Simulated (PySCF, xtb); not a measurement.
# BHNO: where a starting geometry ends

The starting geometry of this gas-phase doublet was built from a drawn formula by distance geometry and a force field; its bonds are those of `[B]=[NH+][O-]`.

```xyz
4

B    -2.4173   -0.0694   -1.8095
N    -1.6826    0.9032   -1.1908
O    -1.6859    2.1898   -1.6749
H    -1.0621    0.6517   -0.3891
```

Where would you expect an optimisation with r2SCAN-D4/def2-SVP to take it?

It keeps its bonds, and is `[B]=[NH+][O-]`.

The energy falls by 0.30 eV over 16 steps:

| step | E − E(last) (eV) |
| --- | --- |
| 1 | 0.304 |
| 3 | 0.018 |
| 4 | 0.009 |
| 6 | 0.000 |
| 8 | 0.000 |
| 9 | 0.000 |
| 11 | 0.000 |
| 13 | 0.000 |
| 14 | 0.000 |
| 16 | 0.000 |

Final geometry (Å):

```xyz
4

B    -2.5826    0.0180   -1.9916
N    -1.6754    0.7228   -1.1209
O    -1.7587    1.9176   -1.6084
H    -1.0554    0.5568   -0.3160
```

From the same start GFN2-xTB ends elsewhere, differing in B1–H4 (1.14 against 2.33 Å here), N2–H4 (2.40 against 1.03 Å here).

The end wasn't checked by frequencies. Open shells are spin-unrestricted. Run with PySCF 2.14.0, 69 s on 2 threads of Arm Neoverse V1, on a shared host.
